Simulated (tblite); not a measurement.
Isomers of C5H5S (doublet state). All values are computed: GFN2-xTB (tblite) harmonic vibrations without scaling, gas phase. This tight-binding method is rough: wavenumbers can miss measured ones by several per cent, in bad cases by 10 to 20. One conformer each. Open shells enter through the occupations alone, without spin polarisation, and single modes of such species can be off by tens of per cent.

Electronic energies: GFN2-xTB at the same geometries; isomer energies are rough at this level and their order can be wrong.

```tsv
SMILES	electronic energy, lowest = 0 (kJ/mol)
S=C1[CH]CC=C1	0.0
C=[C]C(=S)C=C	162.4
CC#C[CH]C=S	116.7
```

Question: How do GFN2-xTB zero-point energies change the relative energies?

Answer: 
```json
{"SMILES": "S=C1[CH]CC=C1", "ZPE (kJ/mol)": "212.0", "of it from modes above 1550 cm⁻¹": "101.4", "electronic (kJ/mol)": "0.0", "with ZPE, lowest = 0 (kJ/mol)": "0.0", "lowest mode (cm⁻¹)": "188", "rings": "1"}
{"SMILES": "CC#C[CH]C=S", "ZPE (kJ/mol)": "203.2", "of it from modes above 1550 cm⁻¹": "104.0", "electronic (kJ/mol)": "116.7", "with ZPE, lowest = 0 (kJ/mol)": "107.9", "lowest mode (cm⁻¹)": "27", "rings": "0"}
{"SMILES": "C=[C]C(=S)C=C", "ZPE (kJ/mol)": "201.6", "of it from modes above 1550 cm⁻¹": "113.9", "electronic (kJ/mol)": "162.4", "with ZPE, lowest = 0 (kJ/mol)": "152.1", "lowest mode (cm⁻¹)": "86", "rings": "0"}
```

The zero-point energies span 10.4 kJ/mol, from `C=[C]C(=S)C=C` to `S=C1[CH]CC=C1`. The order is unchanged.

Question: What do entropy and thermal enthalpy add at 298.15 K and 1 bar (rigid rotor, harmonic oscillator, one conformer each)?

Answer: 
| SMILES | point group | symmetry number | S (J/(mol K)) | H − H(0) (kJ/mol) | ZPE + H − H(0) − TS (kJ/mol) |
| --- | --- | --- | --- | --- | --- |
| S=C1[CH]CC=C1 | Cs | 1 | 318.0 | 16.61 | 133.7 |
| CC#C[CH]C=S | C1 | 1 | 372.9 | 22.56 | 114.5 |
| C=[C]C(=S)C=C | Cs | 1 | 352.5 | 20.99 | 117.5 |

S holds R ln(2S + 1) for the spin.
